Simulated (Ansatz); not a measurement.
# HN (charge -1): comparison of methods with full CI

One table from this session's results is given with a row withheld; the runs are named, their logs left out.

All numbers are computed with Ansatz 0.2.0, driven from Python. The levels of theory stand in the script.

### The system

Bond lengths: H1–N2 1.075 Å.

The script holds or builds the structure itself.

Set-up of the first run:

fci_hn.py reads:

```python
# -*- coding: utf-8 -*-
"""How close coupled cluster comes to full CI on HN(-)."""

import ansatz as az

BASIS_SET = "6-31G"
NET_CHARGE = -1

geometry_ang = [
    ("H", (0.0, 0.0, 0.0)),
    ("N", (0.0, 0.0, 1.075)),
]
system = az.Crystal.molecule()
for symbol, xyz in geometry_ang:
    system = system.atom(symbol, xyz)

base = system.calculation()
base = base.basis(gaussian=BASIS_SET)
base = base.charge(NET_CHARGE).spin("collinear", total=1)
exact = base.correlation("fci").run().report
print(f"full CI {exact['free_energy_ev'] / 27.211386246:.7f} Ha over {exact['configurations']['states'][0]['n_determinants']} determinants")
print("natural occupations", [round(n, 4) for n in exact["configurations"]["natural_occupations"]])
print(f"hf       misses {1000 * (exact['reference_energy_ev'] - exact['free_energy_ev']) / 27.211386246:9.3f} mHa")
for method in ["mp2", "ccsd", "ccsd_t", "ccsdt_q"]:
    e = base.correlation(method).run().report["free_energy_ev"]
    print(f"{method:8s} misses {1000 * (e - exact['free_energy_ev']) / 27.211386246:9.3f} mHa")
```

Started as:

```console
$ python fci_hn.py
```

Steps of the session up to this table: Running it.

One table of the session follows, with a row left open; its other results are not shown here.

It belongs to the step «The engine's runs». Correlation energies (total less mean field):

```
 method  correlation (eV)
    mp2            -2.269
   ccsd                 ?
 ccsd_t            -2.607
ccsdt_q            -2.618
```

Estimate the missing values for ccsd.

The run gave: correlation (eV): -2.584. In the column «correlation (eV)» it lies between ccsd_t (-2.607) and mp2 (-2.269).

To keep in mind: What to keep in mind:
- Full CI is exact only within this small basis and its frozen core, at an unrelaxed geometry.
- The run takes the species as open-shell (spin multiplicity 2), which needn't be its ground state.
- Anions want diffuse functions, which this basis lacks.
